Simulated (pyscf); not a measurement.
HS–Ag + silane (SiH₄) -> AgH + H₃Si–SH, a four-centre exchange (singlet surface; Ag–S, H–Si broken, Ag–H, S–Si formed). Structures and frequencies: ωB97X-D3(BJ)/def2-SVP in PySCF. Energies in kcal/mol from the separated reactants.

Small-basis levels: PySCF, no dispersion term, spherical d functions. 

**Question.** In single points HF/6-31G*+LANL2DZ puts the saddle at 57.6 kcal/mol and the reaction energy at +15.7 kcal/mol. Should these be trusted to within a few kcal/mol? Compare with ωB97M-D3(BJ)/def2-TZVP.

**Answer.** ωB97M-D3(BJ)/def2-TZVP gives ΔE‡ = 14.3 kcal/mol and ΔE = +6.8 kcal/mol. HF/6-31G*+LANL2DZ lies 43.3 kcal/mol over it in the barrier and 8.9 kcal/mol over it in the reaction energy, so on this step it does not hold to within 3.0 kcal/mol. ωB97M-D3(BJ)/def2-TZVP has limits of its own. On the reactant side the descent ends in an adduct with a Ag–Si, Ag–H contact, 17.4 kcal/mol under the separated species and 26.2 kcal/mol under the saddle at ωB97X-D3(BJ)/def2-TZVP. On the product side the descent ends in an adduct with a Ag–S contact, 23.6 kcal/mol under the separated species and 24.2 kcal/mol under the saddle at ωB97X-D3(BJ)/def2-TZVP. What is counted as formed (Ag–H) is already present as a longer contact in the reactant adduct; forming that adduct is a step of its own. What is counted as broken (Ag–S) persists as a longer contact in the product adduct; parting that adduct is a step of its own. At ωB97X-D3(BJ)/def2-TZVP the barrier from the zero used here is 8.8 kcal/mol. This is the saddle that the search found; another between the same sides may lie lower. In the def2 sets elements past Kr carry core potentials, without spin-orbit coupling.
